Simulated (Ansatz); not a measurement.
# BClH2O: the cost of one run

Method: RKS CAM-B3LYP/def2-mTZVP, in Ansatz 0.2.0.

## Step 1: The starting structure

Bond lengths: B1–Cl2 1.860 Å, B1–O3 1.410 Å, O3–H4 1.010 Å, B1–H5 1.190 Å. Angles: Cl2–B1–O3 120.0°, Cl2–B1–H5 120.0°, O3–B1–H5 120.0°, B1–O3–H4 109.5°.

Coordinates:

```xyz
5

B     0.0000    0.0000    0.0000
Cl    0.0000    0.0000    1.8600
O     1.2211    0.0000   -0.7050
H     1.5209   -0.9519   -0.8599
H    -1.0305    0.0000   -0.5950
```

## Step 2: Preparing the start

input.yaml

```yaml
crystal:
  periodic: [false, false, false]
  atoms:
    - { symbol: B, position_ang: [0.0, 0.0, 0.0] }
    - { symbol: Cl, position_ang: [0.0, 0.0, 1.86] }
    - { symbol: O, position_ang: [1.2211, 0.0, -0.705] }
    - { symbol: H, position_ang: [1.5209, -0.9519, -0.8599] }
    - { symbol: H, position_ang: [-1.0305, 0.0, -0.595] }
basis:
  gaussian: { orbitals: def2-mTZVP }
hamiltonian:
  xc: cam_b3lyp
relax:
  f_tol: 0.02
  max_steps: 40
```

Run with:

```
ansatz run input.yaml --threads 1 --pin off --max-ram 2048MiB --backend cpu --events-out ev --progress --plain --runs-dir out
```

**Question.** How long does this run take on 1 thread of Arm Neoverse V1, shared host, and how much memory does it need?

About 23 s, with a peak of 0.14 GiB.
